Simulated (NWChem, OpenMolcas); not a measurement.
## The same job for NWChem

OpenMolcas 26.06 runs this on P2H4 (diphosphine):

struct.xyz:
```
6

P      0.505674    -0.997187     0.069583
P     -0.224626     1.100713     0.229983
H     -0.356426    -1.469987     1.096883
H     -0.572100    -1.392900    -1.094900
H      0.643374     1.576213    -0.791017
H      0.706974     1.441213     1.248883
```

run.input:
```
* H4P2 Kohn-Sham DFT
&GATEWAY
BasLib=$CurrDir
Coord=struct.xyz
Basis=aug-cc-pVDZ
Group=NoSym
&SEWARD
GridInput
Grid=UltraFine
End of Grid
&SCF
KSDFT=2
1.0 MGGA_X_TPSS
1.0 MGGA_C_TPSS
Thresholds=1e-10 1e-07 1e-07 1e-05
PrOrbitals=1 2
```

```bash
$ export MOLCAS_MEM=1860
$ pymolcas run.input > run.log
```

(Basis files named in the input come from the Basis Set Exchange and aren't shown.)

One bond was lengthened or shortened from a relaxed shape.

It gives a total energy of -685.141991 Eh.

Task: How is this level of theory, on these atoms, set up in NWChem 7.3.0 as an ASE script?

Result: This input was run:

h4p2.xyz:
```
6

P      0.505674    -0.997187     0.069583
P     -0.224626     1.100713     0.229983
H     -0.356426    -1.469987     1.096883
H     -0.572100    -1.392900    -1.094900
H      0.643374     1.576213    -0.791017
H      0.706974     1.441213     1.248883
```

run.py:
```python
from ase.io import read
from ase.calculators.nwchem import NWChem

mol = read('h4p2.xyz')

calc = NWChem(
    label='h4p2',
    theory='dft',
    memory='2200 mb',
    basis='aug-cc-pVDZ',
    basispar='spherical bse',
    dft={'xc': 'xtpss03 ctpss03', 'mult': '1', 'grid': 'fine', 'convergence': 'energy 1e-08', 'iterations': '100', 'mulliken': None},
    task='energy',
)
mol.calc = calc

print(f"energy = {mol.get_potential_energy():.6f} eV")
print("dipole (e A):", mol.get_dipole_moment().round(4))
```

```bash
$ export ASE_NWCHEM_COMMAND="nwchem PREFIX.nwi > PREFIX.nwo"
$ python run.py
```

Its energy is -685.141995 Eh, 0.004 mEh from the first.
